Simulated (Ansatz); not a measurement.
# C3H10O: the cost of one run

Computed with Ansatz 0.2.0 (the levels named in each step, unless a step's input says otherwise).

## (1) The starting structure

Bond lengths: C1–C2 1.524 Å, C2–C3 1.525 Å, C1–H5 1.088 Å, C1–H6 1.087 Å, C1–H7 1.089 Å, C2–H8 1.092 Å, C2–H9 1.092 Å, C3–H10 1.088 Å, C3–H11 1.088 Å, C3–H12 1.089 Å, O4–H13 0.959 Å, O4–H14 0.961 Å. Angles (14 of 19 angles, heavy atoms first): C1–C2–C3 112.1°, C1–C2–H8 109.3°, C1–C2–H9 109.3°, C3–C2–H8 109.2°, C3–C2–H9 109.3°, C2–C1–H5 110.6°, C2–C1–H6 110.6°, C2–C1–H7 110.6°, C2–C3–H10 110.5°, C2–C3–H11 110.8°, C2–C3–H12 110.5°, H8–C2–H9 107.6°, H5–C1–H6 108.2°, H5–C1–H7 108.9°.

Structure file:

```xyz
14

C    -1.3269    0.4330   -0.5578
C    -0.2020    0.3494   -1.5832
C     1.1552    0.1201   -0.9276
O     0.3126   -0.7964    2.4785
H    -1.3853   -0.4859    0.0221
H    -2.2838    0.5832   -1.0521
H    -1.1638    1.2683    0.1216
H    -0.4079   -0.4667   -2.2784
H    -0.1709    1.2756   -2.1616
H     1.9410    0.0880   -1.6787
H     1.1679   -0.8237   -0.3858
H     1.3850    0.9275   -0.2339
H     0.1144   -0.1989    3.2019
H     0.2939   -0.2794    1.6687
```

## (2) A rough first relaxation, PBE-D4/def2-SVP

This run stands in another session on the same molecule. It ended at:

```xyz
14

C    -1.2338    0.7603   -0.4370
C    -0.2471    0.1773   -1.4517
C     1.2052    0.2746   -0.9775
O     0.4711   -1.0432    2.1993
H    -1.1003    0.2625    0.5459
H    -2.2903    0.6320   -0.7489
H    -1.0589    1.8456   -0.2785
H    -0.5025   -0.8893   -1.6396
H    -0.3695    0.6899   -2.4314
H     1.9086   -0.1897   -1.6982
H     1.3221   -0.2341    0.0026
H     1.5142    1.3336   -0.8461
H    -0.3612   -1.4695    1.9236
H     0.1719   -0.1560    2.4710
```

## (3) Relaxation, PBE0-D4/def2-TZVPP

input.yaml

```yaml
crystal:
  periodic: [false, false, false]
  atoms:
    - { symbol: C, position_ang: [-1.23379411, 0.76027025, -0.43704769] }
    - { symbol: C, position_ang: [-0.24710368, 0.177281, -1.45172051] }
    - { symbol: C, position_ang: [1.20515901, 0.2745633, -0.97747056] }
    - { symbol: O, position_ang: [0.47105787, -1.04317481, 2.19928619] }
    - { symbol: H, position_ang: [-1.10028565, 0.26253235, 0.54593802] }
    - { symbol: H, position_ang: [-2.29028911, 0.63203336, -0.74887596] }
    - { symbol: H, position_ang: [-1.05891128, 1.84559441, -0.27853344] }
    - { symbol: H, position_ang: [-0.50252605, -0.88929111, -1.63959785] }
    - { symbol: H, position_ang: [-0.36947199, 0.68992025, -2.43138275] }
    - { symbol: H, position_ang: [1.90862264, -0.18965571, -1.69817151] }
    - { symbol: H, position_ang: [1.32212994, -0.23406108, 0.00256536] }
    - { symbol: H, position_ang: [1.51424745, 1.33364131, -0.84605225] }
    - { symbol: H, position_ang: [-0.36121393, -1.46954382, 1.92355842] }
    - { symbol: H, position_ang: [0.17185888, -0.1559897, 2.47103451] }
basis:
  gaussian: { orbitals: def2-TZVPP }
hamiltonian:
  xc: pbe0
  dispersion: d4
relax:
  f_tol: 0.004
  max_steps: 150
```

Started as:

```bash
ansatz run input.yaml --threads 4 --pin off --max-ram 10240MiB --backend cpu --events-out ev --progress --plain --runs-dir out
```

What time and memory should one allow on 4 threads of Intel Xeon Platinum 8375C at 2.90GHz (Ice Lake), shared host?

About 68 s, with a peak of 0.7 GiB.
